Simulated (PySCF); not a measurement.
Deuteron quadrupole couplings in `CCOC(F)F`

Compound: C₃H₆F₂O.
Atom-mapped SMILES: `[CH3:1][CH2:2][O:3][CH:4]([F:5])[F:6]` (hydrogens: H7, H8, H9 on C1; H10, H11 on C2; H12 on C4)

Geometry (PBE0-D3(BJ)/def2-SVP, Å), atoms numbered from 1 in this order:
```xyz
12
C3H6F2O angstrom
C     -1.775   -0.295    0.140
C     -0.309   -0.455   -0.167
O      0.395    0.618    0.432
C      1.708    0.674    0.133
F      2.378   -0.365    0.685
F      2.196    1.798    0.658
H     -1.943   -0.306    1.227
H     -2.154    0.658   -0.256
H     -2.350   -1.116   -0.310
H     -0.132   -0.451   -1.261
H      0.075   -1.414    0.223
H      1.909    0.655   -0.958
```

Level: PBE0/pcSseg-1 (PySCF, non-relativistic); Q(2H) = 0.00286 b; rigid geometry, the same for H and D, with no vibrational averaging.

**Question.** Rank these positions by the coupling χzz of a deuteron there, largest first.
A. H8 (methyl hydrogen)
B. H10 (methylene hydrogen)
C. H12 (methine hydrogen)

**Answer.** A (196 kHz), B (179 kHz), C (169 kHz).

**Question.** Tabulate Vzz, the asymmetry η and χzz = 234.96 MHz × Q × Vzz for every hydrogen position.

**Answer.** 
```csv
atom,bonded to,bond length (Å),Vzz (au),η,χzz (kHz)
H7,C1,1.100,0.2909,0.03,195
H8,C1,1.100,0.2910,0.03,196
H9,C1,1.099,0.2928,0.03,197
H10,C2,1.108,0.2671,0.10,179
H11,C2,1.104,0.2710,0.07,182
H12,C4,1.109,0.2515,0.02,169
```

**Question.** How does χzz go with the bond length over the 6 C–H bonds?

**Answer.** A straight-line fit has a slope of -24.6 kHz for each 0.01 Å, with a correlation coefficient of -0.97, over lengths from 1.099 to 1.109 Å. The longer bonds have the smaller couplings here.

**Question.** Give the 2H NMR doublet splittings at H9 for a magnetic field along the z, y and x axes of the gradient: 3χ/2, 3χ(1 + η)/4, 3χ(1 − η)/4.

**Answer.** With |χ| = 196.8 kHz and η = 0.034: 295, 153 and 143 kHz, to first order and without motion.

Geometry: PBE0-D3(BJ)/def2-SVP, one conformer, isolated molecule. With a basis this small, the couplings can be 20 % off.
